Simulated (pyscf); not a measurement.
A first-order saddle from PySCF, ωB97X-D3(BJ)/def2-SVP:

```
C
H 1 1.0984
C 1 1.5016 2 116.95
H 3 1.0997 1 110.50 2 172.73
H 3 1.1000 4 108.85 1 120.44
H 3 1.1028 4 108.62 5 118.56
H 1 1.3109 2 100.60 3 112.69
Cl 7 1.5121 1 167.51 2 -98.96
Cl 1 1.7363 2 110.94 7 111.66
```
Charge 0, spin multiplicity 2.

Surface: doublet, charge 0. Lowest wavenumbers (cm⁻¹): 941i, 89, 133, 222, 340.

Problem. Which two sides does it connect, and which bonds change?

Solution. H₃C–CH₂–Cl (SMILES CCCl) + Cl• (SMILES [Cl]) ⇌ H₃C–CH•–Cl (SMILES C[CH]Cl) + HCl (SMILES Cl), a hydrogen abstraction read from left to right: C–H broken and Cl–H formed. At ωB97M-D3(BJ)/def2-TZVP it lies +0.2 kcal/mol from the left side and +2.3 kcal/mol from the right (each side as separated species at their lowest minima found). This is the saddle that the search found; another between the same sides may lie lower. The angle at the transferred H is 168°. Left out: the spin-orbit lowering of Cl.
